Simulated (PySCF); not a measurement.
H: electron affinity

H⁻ 1s2 (1S) → H 1s1 (2S), as a difference of total energies. Calculation: PySCF 2.14, in aug-cc-pV5Z (6s5p4d3f2g, 80 functions); no relativity, point nucleus. Correlated levels: valence: nothing frozen. The calculations carry no spin-orbit coupling.

```csv
method,electron affinity (eV),error (eV)
UHF,-0.329,-1.083
MP2 (valence),0.480,-0.274
SCS-MP2 (valence),0.642,-0.112
CCSD (valence),0.747,-0.007
```

Reference: 0.754 eV (measured; photodetachment measurements, as compiled on the Wikipedia data page of electron affinities).

Errors of the correlated levels include the incompleteness of this basis.

A negative affinity means that the anion lies above the atom at that level of theory.

With two correlated electrons CCSD is exact in that space.
